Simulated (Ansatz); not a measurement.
## Zr$_{2}$Fe: computed properties

Computed with Ansatz 0.2.0, DFT r2SCAN, scalar-relativistic, plane waves, PAW.

Settings: cutoff 500 eV, Γ-centred mesh 8×8×8 on the computed 6-atom cell, Gaussian smearing of 0.10 eV; collinear spin from starting moments -0.19 -0.19 -0.19 -0.19 2.51 2.51 μB.

The structure is relaxed at this level of theory with its symmetry kept. Whether it is the stable form of this composition wasn't checked.

Symmetry: I4/mcm, No. 140, tetragonal system. Conventional cell: a = 6.627 Å, b = 6.627 Å, c = 5.196 Å, α = 90.00°, β = 90.00°, γ = 90.00°. Around Zr (site symmetry m2m) lie 4 Fe at 2.80 Å and 3 Zr at 3.06 to 3.08 Å. Fe (site symmetry 422) is surrounded by 2 Fe at 2.60 Å and 8 Zr at 2.80 Å.

```json
{
 "Volume per atom": "19.02 Å³",
 "Formation energy from the elements' standard states (uncorrected)": "+0.003 eV/atom",
 "Generalised Kohn–Sham band gap": "none (metal)",
 "Density of states at the Fermi level": "7.72 states/eV per cell",
 "Löwdin character within 0.5 eV of the Fermi level": "Zr 4d 62 %, Fe 3d 23 %, unprojected 7 %",
 "Bader charges (e)": "Zr (4 in the cell) 0.73, Fe (2 in the cell) -1.46",
 "Total moment": "3.20 μB per cell",
 "Site moments (μB; atoms counted from 1 over the whole cell)": "Zr (atom 1) -0.17, Zr (atom 2) -0.17, Zr (atom 3) -0.17, Zr (atom 4) -0.17, Fe (atom 5) 2.28, Fe (atom 6) 2.28"
}
```

The state reached may not be the lowest one. Only parallel moments were tried here.

Only this magnetic start was tried.

Cost: 1 run of about 5 core-minutes, on Arm Neoverse V1 (shared hosts).